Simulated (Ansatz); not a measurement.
Relaxation of CH9NSi (12 atoms, charge 0, multiplicity 1), to a largest force component of 0.02 eV/Å in at most 40 steps.

Method: RKS PBE0-D4/6-31G* in Ansatz 0.2.0.

```xyz
12
Properties=species:S:1:pos:R:3:forces:R:3
N -0.233 0.174 -2.747 -0.21 0.08 0.30
H -0.282 1.028 -3.291 0.03 0.03 -0.09
H 0.741 0.006 -2.532 0.16 -0.03 -0.05
H -0.551 -0.584 -3.338 0.01 -0.08 -0.12
C 0.034 -0.740 0.756 -0.04 0.33 0.34
Si 0.041 0.535 2.157 0.03 -0.71 -0.68
H -0.535 -1.622 1.031 -0.18 -0.29 0.16
H 1.043 -1.063 0.519 0.36 -0.07 -0.04
H -0.402 -0.336 -0.152 -0.15 0.19 -0.33
H -1.323 0.756 2.648 -0.43 0.15 0.19
H 0.601 1.803 1.681 0.18 0.48 -0.09
H 0.867 0.043 3.267 0.24 -0.08 0.40
```

**Question.** Where does it end, and by what steps?

**Answer.** The forces met the threshold. The force dipped under the threshold on the way, but the program's further checks kept it going. After 24 steps the energy has fallen by 0.111 eV; H10 moved furthest, 1.83 Å.

| step | energy less start (eV) | largest force component (eV/Å) | accepted |
| --- | --- | --- | --- |
| 0 | 0.0000 | 0.707 | yes |
| 1 | -0.0366 | 0.267 | yes |
| 2 | -0.0435 | 0.079 | yes |
| 3 | -0.0510 | 0.036 | yes |
| 4 | -0.0523 | 0.454 | yes |
| 5 | -0.0614 | 0.114 | yes |
| 6 | -0.0655 | 0.025 | yes |
| 7 | -0.0691 | 0.277 | yes |
| 8 | -0.0728 | 0.157 | yes |
| 9 | -0.0772 | 0.085 | yes |
| 10 | -0.0782 | 0.352 | yes |
| 11 | -0.0817 | 0.147 | yes |
| 12 | -0.0836 | 0.012 | yes |
| 13 | -0.0867 | 0.053 | yes |
| 14 | -0.0874 | 0.371 | yes |
| 15 | -0.0907 | 0.233 | yes |
| 16 | -0.0941 | 0.210 | yes |
| 17 | -0.1009 | 0.154 | yes |
| 18 | -0.0991 | 0.263 | no |
| 19 | -0.1045 | 0.103 | yes |
| 20 | -0.1070 | 0.112 | yes |
| 21 | -0.1085 | 0.110 | yes |
| 22 | -0.1097 | 0.130 | yes |
| 23 | -0.1108 | 0.014 | yes |
| 24 | -0.1109 | 0.009 | yes |

```xyz
12
Properties=species:S:1:pos:R:3
N -0.274 0.535 -1.923
H -0.743 1.431 -1.821
H 0.622 0.731 -2.361
H -0.817 0.003 -2.598
C 0.337 -1.303 0.890
Si -0.014 0.511 1.231
H -0.396 -1.943 1.393
H 1.332 -1.584 1.249
H 0.283 -1.480 -0.187
H -1.391 0.918 0.829
H 0.977 1.424 0.592
H 0.085 0.758 2.706
```

Whether the end is a true minimum wasn't checked by a vibrational analysis.

Run time: 90 s on 1 thread of Arm Neoverse N1, on a shared host, peak memory 0.13 GiB.
